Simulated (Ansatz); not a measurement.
**What a trial cell of PtCl relaxes into**

Theory: DFT PBE, scalar-relativistic, plane waves, PAW in Ansatz 0.2.0. Cutoff 420 eV, Γ-centred k mesh, Gaussian smearing, no spin polarisation in the final step.

The start puts PtCl on the zinc blende structure type (F-43m, No. 216), with Pt in place of Zn, Cl in place of S, at a guessed volume.

```
CELL_PARAMETERS angstrom
0.00000 2.84214 2.84214
2.84214 0.00000 2.84214
2.84214 2.84214 0.00000
ATOMIC_POSITIONS crystal
Pt 0.00000 0.00000 0.00000
Cl 0.75000 0.75000 0.75000
```

Cell and atoms relax at zero pressure; the relaxation can't lower the symmetry of the start.

Formation energies are uncorrected and refer to the elements' standard structures at the same level (Cl₂ as a molecule).

What does it relax into?

It keeps F-43m (No. 216). The result has the zinc blende structure. Conventional cell: a = 5.662 Å. Pt has 4 Cl at 2.45 Å; Cl has 4 Pt at 2.45 Å.

```
Pt Cl
1.0
     0.00000    2.83109    2.83109
     2.83109    0.00000    2.83109
     2.83109    2.83109    0.00000
Pt Cl
1 1
Direct
  0.00000 0.00000 0.00000
  0.25000 0.25000 0.25000
```

What are its volume, energy, density and gap?

The volume per atom is 22.69 Å³. The density is 8.44 g/cm³, the energy over the elements is 0.70 eV/atom and the gap on the 16×16×16 mesh is 0 eV (a metal).

The final run used a 16×16×16 mesh on its 2-atom cell and 0.10 eV smearing. The k mesh leaves about 4 meV/atom of noise in metals. Spin–orbit coupling is left out. A structure relaxed within its symmetry needn't be a true minimum.

Cost: 2 runs of about 0.79 core-minutes in all, on Arm Neoverse V1 (shared hosts).